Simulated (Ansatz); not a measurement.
System: chalcopyrite CuGaSe₂. Method: LDA in Ansatz (plane waves, PAW).

Run with plane-wave cutoff 500 eV, 10×10×10 k mesh, Fermi–Dirac smearing 0.05 eV, no spin polarisation, scalar-relativistic PAW data made under PBE.

Cell (relaxed at this level):

```cif
data_Cu4Ga4Se8
_chemical_formula_sum 'Ga4 Cu4 Se8'
_space_group_name_H-M_alt 'I-42d'
_space_group_IT_number 122
_space_group_name_Hall 'I -4 2bw'
_cell_length_a 5.50851
_cell_length_b 5.50851
_cell_length_c 10.96047
_cell_angle_alpha 90.000
_cell_angle_beta 90.000
_cell_angle_gamma 90.000
loop_
_atom_site_label
_atom_site_type_symbol
_atom_site_symmetry_multiplicity
_atom_site_Wyckoff_symbol
_atom_site_fract_x
_atom_site_fract_y
_atom_site_fract_z
_atom_site_occupancy
Ga1 Ga 4 b 0.00000 0.00000 0.50000 1
Cu1 Cu 4 a 0.00000 0.00000 0.00000 1
Se1 Se 8 d 0.25000 0.25909 0.37500 1
```
(The calculation used a cell of 8 atoms; values per cell refer to that cell.)

What does this level give for the band gap?


* **band gap**: 0.17 eV (on the SCF k mesh)

Measured, for comparison: band gap 1.67 eV (temperature not stated, no zero-point or thermal correction, direct or pseudo-direct at Γ; as tabulated in Ghosh et al. (2024), arXiv:2401.16805).

Spin–orbit coupling is not included.

The computed numbers hold no vibrational or temperature effects.

Ansatz is an electronic-structure program.
